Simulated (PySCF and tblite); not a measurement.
Values are calculated unless marked as measured or tabulated.
C₅H₈O, numbered as in [CH2:1]=[CH:2][C:3](=[O:4])[CH2:5][CH3:6].

The ensemble was built from 90 distance-geometry starts (ETKDG and KDG, MMFF94s, GFN2-xTB) and rests on PBE0-D3(BJ)/def2-SVP geometries. Free energies are B3LYP-D3(BJ)/def2-TZVP (IEF-PCM, chloroform) single points with GFN2-xTB rigid-rotor and vibrational terms (modes under about 100 cm⁻¹ blended into free rotors). Symmetry numbers and mirror images are counted. Conformers within 3 kcal/mol (GFN2-xTB free energy) were kept, 8 at most. Programs: PySCF with density fitting and tblite.

Rotational constants are equilibrium values for the commonest isotopes; dipoles come from the energy level named and are polarised by its solvent model.

Torsions listed: C1–C2–C3–O4, O4–C3–C5–C6. Of a mirror pair one member is shown.

```
conformer        shape   symmetry
        1     180°, 0°         Cs
        2      0°, -1°         Cs
        3  -176°, -97°  C1 (pair)
```

Question: Give the rotational constants and dipole components.

Answer: 
| conformer | A (MHz) | B (MHz) | C (MHz) | abs μa (D) | abs μb (D) | abs μc (D) | κ | Ic−Ia−Ib (u Å²) |
| --- | --- | --- | --- | --- | --- | --- | --- | --- |
| 1 | 6639 | 2472 | 1842 | 1.86 | 3.58 | 0.00 | -0.74 | -6.2 |
| 2 | 9670 | 2115 | 1774 | 0.58 | 3.34 | 0.00 | -0.91 | -6.2 |
| 3 | 4326 | 3246 | 2086 | 0.90 | 3.99 | 0.59 | 0.04 | -30.2 |

Question: Which type of transition is strongest for conformer 1?

Answer: b-type, since that component is clearly the largest; the top is asymmetric (κ = -0.74).
